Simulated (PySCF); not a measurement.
NMR data simulated for an unnamed compound:

$^{1}$H NMR (600 MHz, computed): δ 6.83 (m, 2H), 6.62 (m, 2H), 5.57 (m, 2H), 5.44 (m, 2H).

$^{13}$C{$^{1}$H} NMR (computed): δ 150.3 (CH), 146.2 (CH), 128.3 (CH2).

How the numbers were obtained: GIAO PBE0/pcSseg-2 shieldings, PBE0-D3(BJ)/def2-TZVP structure, in PySCF (non-relativistic, gas phase, a single conformation, one averaged value for each set of equivalent atoms).

Shifts are taken against calculated references (same method and geometry level): $^{1}$H, $^{13}$C vs TMS.

Q: Which of these does the molecule contain: a vinyl group CH=CH2, a non-aromatic C=C double bond, a ketone, an OH group, a heteroaromatic ring?

A: 
- A vinyl group CH=CH2: yes (δC 128.3, 150.3; δH 5.44 (m), 5.57 (m), 6.83 (m)).
- A non-aromatic C=C double bond: yes.
- A ketone: no.
- An OH group: no.
- A heteroaromatic ring: no.

The data belong to SMILES C=C/C=C/C=C, C6H8; they needn't prove each group on their own.

Carbon signals by region: 3 in the sp2 and nitrile region (100–160 ppm).

Shifts are as computed. Against solution values, carbons near 30 ppm lie about +3 ppm off and those near 130 ppm about +9 ppm. Of 1211 compounds with measured shifts, 218 miss one by over three times the rms of a fit or turn the order of signals round; such compounds aren't used in these exercises. Multiplicities follow the n + 1 count of equivalent neighbours, as no J values were calculated; m marks all less simple cases, F and P coupling included.
